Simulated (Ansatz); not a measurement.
The input, for Ansatz 0.2.0:

```yaml
crystal:
  periodic: [false, false, false]
  atoms:
    - {symbol: Ga, position_ang: [-0.000039, -0.311616, 2.680606]}
    - {symbol: C, position_ang: [0.000076, -0.414160, 0.662323]}
    - {symbol: Ga, position_ang: [-0.000040, -0.372809, -1.338163]}
    - {symbol: H, position_ang: [0.000002, 1.098586, -2.004765]}
basis:
  gaussian: {orbitals: cc-pVTZ}
magnetization: {spin_polarized: false, initial_magnetization: 5}
correlation: {method: bccd_t, electrons: outside_noble_gas}
```

```sh
$ ansatz run in.yaml --threads 2 --pin off --events-out ev --progress --plain --max-ram 16896MiB --backend cuda --devices 0, --max-vram 18GiB
```

The program prints:

```
835 factors; integrals over basis functions are off by at most 1.2e-3 eV
mean field evaluation 1: about -105709.5778 eV, gradient 9.9e0 eV
mean field evaluation 2: about -105709.5857 eV, gradient 9.9e0 eV
mean field evaluation 4: about -105711.0305 eV, gradient 3.4e0 eV
mean field evaluation 8: about -105711.6806 eV, gradient 1.1e0 eV
mean field evaluation 16: about -105711.7121 eV, gradient 1.0e-5 eV
mean field evaluation 32: about -105711.7121 eV, gradient 1.8e-2 eV
mean field evaluation 64: about -105711.6984 eV, gradient 6.9e-1 eV
mean field evaluation 96: about -105711.6067 eV, gradient 6.5e-2 eV
mean field evaluation 128: about -105707.7076 eV, gradient 1.0e0 eV
mean field evaluation 160: about -105709.3101 eV, gradient 9.1e-1 eV
mean field evaluation 192: about -105709.1078 eV, gradient 2.0e0 eV
mean field evaluation 224: about -105711.6067 eV, gradient 2.3e-4 eV
mean field -105711.71206425 eV, -3884.8337643890 hartree, gradient 1.9e-6 eV, S^2 8.750000; 8 other end points of the search recorded, 0 dependent functions left out
mean field evaluation 256: about -105712.0289 eV, gradient 6.5e-2 eV
determinant -105711.71206425 eV, -3884.8337643890 hartree, with singles and doubles -105717.93261423 eV, -3885.0623653844 hartree
determinant -105711.60674641 eV, -3884.8298940298 hartree, with singles and doubles -105717.75371004 eV, -3885.0557907767 hartree
determinant -105709.86515211 eV, -3884.7658916200 hartree, with singles and doubles -105716.54412035 eV, -3885.0113391756 hartree
determinant -105711.71206425 eV, -3884.8337643890 hartree, with singles and doubles -105717.85072328 eV, -3885.0593559478 hartree
determinant -105711.60674641 eV, -3884.8298940298 hartree, with singles and doubles -105717.66843692 eV, -3885.0526570476 hartree
mean field evaluation 288: about -105711.7120 eV, gradient 2.4e-2 eV
29 core orbitals not correlated: weight in the atoms' cores, before any rotation towards them, 0.996 or more for the frozen orbitals, at most 0.009 for the correlated occupied ones
reference -105711.71206425 eV, -3884.8337643890 hartree; 8, 3 occupied and 93, 98 virtual orbitals, 835 factors
second order -5.12947371 eV of doubles, -0.14604333 eV of singles
cycle   1  -6.13539573 eV  change    3.3e-3 eV  update   1.5e-2
cycle   2  -6.13856407 eV  change   -3.2e-3 eV  update   5.1e-3
cycle   3  -6.13453312 eV  change    4.0e-3 eV  update   3.6e-3
cycle   4  -6.13426621 eV  change    2.7e-4 eV  update   2.2e-3
cycle   5  -6.13581088 eV  change   -1.5e-3 eV  update   1.2e-3
cycle   6  -6.13591274 eV  change   -1.0e-4 eV  update   6.8e-4
cycle   7  -6.13588716 eV  change    2.6e-5 eV  update   3.5e-4
cycle   8  -6.13590092 eV  change   -1.4e-5 eV  update   1.9e-4
cycle   9  -6.13587411 eV  change    2.7e-5 eV  update   1.0e-4
cycle  10  -6.13585393 eV  change    2.0e-5 eV  update   4.9e-5
cycle  11  -6.13585249 eV  change    1.4e-6 eV  update   2.4e-5
cycle  12  -6.13584348 eV  change    9.0e-6 eV  update   1.2e-5
perturbative correction -0.29381511 eV, -0.0107975060 hartree
Total energy: -105718.14172284 eV, -3885.0700499841 hartree
```

The singles that turn the determinant into the Brueckner one have T1 = 0.048.

Ran on 2 threads of AMD EPYC 7R13 with a shared H100 80 GB, shared host: 5 s wall, 0.87 GiB peak host memory.
